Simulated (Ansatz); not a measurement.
Start from Pd in the fcc (Cu type) structure (space group Fm-3m, No. 225).

```
Pd
1.0
    0.00000     1.97130     1.97130
    1.97130     0.00000     1.97130
    1.97130     1.97130     0.00000
Pd
1
Direct
  0.00000   0.00000   0.00000
```

Method: plane-wave PAW DFT at the PBE level (Ansatz, an electronic-structure program, 420 eV), no spin-orbit coupling, earlier PAW set.

It is then changed as follows: every Pd is replaced by Ag, then cell and atoms are relaxed.

Measured lattice parameter a: Pd 3.876 Å (static lattice; corrected from measurement; as listed in Daniel Mejia-Rodriguez, S. B. Trickey, Phys. Rev. B (2018)); Ag 4.062 Å (static lattice; corrected from measurement; as listed in Daniel Mejia-Rodriguez, S. B. Trickey, Phys. Rev. B (2018)).

### Question
How well does PBE reproduce the measured shift?

### Answer
With PBE the lattice parameter a moves by +0.207 Å (3.943 → 4.149) against +0.186 Å measured.

Whether these cells are dynamically stable was not tested. All final runs are without spin polarisation.
